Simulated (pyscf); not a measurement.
This saddle point was located with ωB97X-D3(BJ)/def2-SVP in PySCF.

```xyz
7

O     -0.1944     1.1293    -0.0340
Si    -0.0968    -0.5076    -0.2500
H     -0.8676     1.4181     0.5929
H     -1.5587    -1.1912    -0.7190
H      0.8358    -0.6673    -1.4058
H      0.3776    -1.3021     0.9101
F     -2.1058    -0.7216     0.3072
```
Charge 0, spin multiplicity 2.

Surface: doublet, charge 0. Lowest wavenumbers (cm⁻¹): 711i, 217, 324, 421, 518.

**Question.** What reaction is this the transition state of?

**Answer.** HO–SiH₂• + hydrogen fluoride (HF) ⇌ HO–SiH₂–F + H atom (H•), an atom transfer read from left to right: F–H broken and F–Si formed. At CCSD(T)/def2-TZVPP + ΔMP2(QZVPP) it lies +20.0 kcal/mol from the left side and +40.4 kcal/mol from the right (each side as separated species at their lowest minima found). At the saddle there is also a short H–Si contact that neither side keeps. One saddle was located; it need not be the lowest between these sides. The angle at the transferred F is 53°: a side-on saddle, likely not the lowest. The CCSD(T) − MP2 part came from Ansatz, without density fitting, on the same reference.
